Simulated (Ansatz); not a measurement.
Basis-set extrapolation for C₂H₂O₂, SMILES `OC#CO` (PBE0-D4/def2-TZVP geometry, frozen core, the Gaussian-basis code of Ansatz). Multiplicity 1, RHF reference.

|  | def2-TZVPP | def2-QZVPP |
| --- | --- | --- |
| HF | -226.608957 | -226.619067 |
| MP2 correlation | -0.769832 | -0.828520 |
| CCSD(T) correlation | -0.810932 | not run |

Energies in hartree. Use E(X) = E(∞) + A·exp(−7.88·√X) for Hartree–Fock and E(X) = E(∞) + B·X^(−2.97) for correlation, with X = 3 and 4, and add CCSD(T) minus MP2 of the smaller set to the MP2 limit.

Problem. What is the CCSD(T) energy at the basis-set limit?

Solution. HF limit: -226.619067 + (-0.010110) × 0.13774 = -226.62046. MP2 limit: -0.828520 + (-0.058688) × 0.74074 = -0.87199. Higher-order term: -0.810932 − (-0.769832) = -0.04110. Total: -227.53355 hartree, 71.3 kcal/mol below CCSD(T)/def2-TZVPP.
